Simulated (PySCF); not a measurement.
# Functional benchmark on one molecule

Molecule: `p12p3p1p23`, P₄.

Mapped SMILES: `[p:1]12[p:2]3[p:3]1[p:4]23`.

Geometry PBE0-D3(BJ)/def2-SVP throughout; GIAO in PySCF, gas phase, one conformer, non-relativistic; equivalent atoms averaged; basis pcSseg-2.

Reference values (measured; gas; B. Maryasin, H. Zipse, Phys. Chem. Chem. Phys. 13 (2011) 5150): δ(P1/P2/P3/P4) = -552.0 ppm vs 85 % H3PO4. Computed shifts are taken against H3PO4, calculated as an isolated molecule at each level.

How do the functionals HF, LDA, PBE, BLYP, BP86, OPBE, KT2, KT3, B97-D, B3LYP, PBE0, mPW1PW91 perform against the reference? Times are CPU seconds on 1 thread of an Arm Neoverse V1, shared host; the GGAs took longer than the global hybrids here, which isn't the general rule, and the cause wasn't traced.

## Answers


```
functional           kind  P1/P2/P3/P4  abs. error P  core-s
        HF   Hartree–Fock       -584.3          32.3     5.2
       LDA            LDA       -582.9          30.9     9.2
       PBE            GGA       -563.3          11.3      11
      BLYP            GGA       -558.2           6.2      11
      BP86            GGA       -559.0           7.0      10
      OPBE            GGA       -544.5           7.5      12
       KT2            GGA       -542.4           9.6      11
       KT3            GGA       -530.6          21.4      11
     B97-D            GGA       -550.5           1.5      11
     B3LYP  global hybrid       -567.0          15.0     8.3
      PBE0  global hybrid       -572.6          20.6     8.1
  mPW1PW91  global hybrid       -569.8          17.8     8.5
```

For ³¹P the closest is B97-D (1.5 ppm) and the furthest HF (32.3 ppm). One molecule is a small sample, and vibrational effects are absent from the calculation.
